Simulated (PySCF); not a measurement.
**SiN(OH): from structure and modes to constants**

Level of theory: PySCF, PBE0, basis Si def2-TZVP, N def2-TZVP, O def2-TZVP, H def2-TZVP (no relativity, density fitting).

The singlet minimum has Cs symmetry. Masses (u): Si 27.97693, N 14.00307, O 15.99492, H 1.00782.

```xyz
4
charge 0 multiplicity 1, angstrom
Si   -0.0044    0.0000    0.1041
N     0.0270    0.0000    1.6624
O    -0.0692    0.0000   -1.5110
H     0.7359    0.0000   -2.0372
```

Harmonic wavenumbers (cm⁻¹): 140.9 (a', ×1), 162.8 (a'', ×1), 700.0 (a', ×1), 848.4 (a', ×1), 1318.7 (a', ×1), 3877.9 (a', ×1).

Task: What is the harmonic zero-point energy?

Result: Half the sum of all 6 wavenumbers, 7049/2 = 3524 cm⁻¹, which is 42.2 kJ/mol (1 cm⁻¹ = 0.0119627 kJ/mol).

Task: Give the standard entropy (298.15 K, 1 bar) by its translational, rotational, vibrational and spin parts, and Cp.

Result: Sackur–Tetrode with M = 58.98 u gives 159.7; rotation with symmetry number 1 gives 83.0; vibration 24.3; spin R ln 1 = 0.0. The total is 267.0 J/(mol K), and Cp = 4 R + 22.4 = 55.6 J/(mol K).

Only a few start shapes were tried, so a lower isomer may exist.
